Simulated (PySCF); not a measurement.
Molecule: SMILES CC[C@H](C)F, C₄H₉F.

Geometry:
```tsv
atom	x (Å)	y (Å)	z (Å)
C1	1.905	-0.279	-0.275
C2	0.634	0.337	0.284
C3	-0.629	-0.275	-0.290
C4	-1.903	0.316	0.266
F5	-0.622	-1.635	-0.021
H6	1.979	-0.125	-1.364
H7	1.920	-1.363	-0.090
H8	2.802	0.160	0.186
H9	0.610	1.423	0.089
H10	0.603	0.216	1.381
H11	-0.616	-0.173	-1.392
H12	-1.970	1.389	0.030
H13	-2.781	-0.189	-0.162
H14	-1.935	0.198	1.359
```

Geometry PBE0-D3(BJ)/def2-SVP throughout; GIAO in PySCF 2.14.0 with density-fitted response routines, gas phase, one conformer, non-relativistic; equivalent atoms averaged; basis pcSseg-1.

For orientation, KT2 gives these absolute shieldings σ: C3 91.2, C2 148.5, C4 159.7, C1 170.6, F5 364.1, H11 26.83, H10 29.82, H12/H13/H14 29.93, H9 29.96 ppm.

A run gave: C3 82.7, C2 145.2, C4 157.1, C1 170.0, F5 367.0, H11 26.30, H10 29.42, H12/H13/H14 29.57, H9 29.57 ppm (absolute shieldings σ).

Which functional was used in that run?
A. LDA
B. PBE0
C. BHandHLYP
D. WP04

Results:

A. H11 tells them apart best: LDA gives 26.30, BHandHLYP gives 27.36, WP04 gives 27.42, PBE0 gives 27.05 ppm.
